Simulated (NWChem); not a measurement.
System: methanethiol (CH4S); SMILES SC

Here is an NWChem input.

```
start job
memory heap 200 mb stack 900 mb global 1100 mb
geometry units angstroms noautoz
  C      0.007372     1.144073     0.000000
  S      0.073678    -0.666908     0.000000
  H     -0.485965     1.537229     0.899863
  H      1.050474     1.489261     0.000000
  H     -0.485965     1.537229    -0.899863
  H     -1.259317    -0.880595     0.000000
end
basis spherical
  * library 6-31+g*
end
dft
  xc xpbe96 cpbe96
  iterations 150
end
tddft
  nroots 6
end
task tddft energy
```

The geometry was optimised at PBE0/def2-SVP.

Vertical excitations in the gas phase.

Question: Give the results of this calculation. (PBE/6-31+G* (spherical d), full TDDFT.) Quantities: lowest excitation, singlet (eV); oscillator strength of that lowest state; lowest state with f > 0.02, singlet (eV); oscillator strength of that bright state; lowest triplet (eV); orbital gap (eV).

Answer: The lowest excitation, singlet (eV) is 4.94, the oscillator strength of that lowest state is 0.007 and the lowest state with f > 0.02, singlet (eV) is 5.59. The oscillator strength of that bright state comes out as 0.035 and the lowest triplet (eV) comes out as 4.59. The orbital gap (eV) is 4.84.
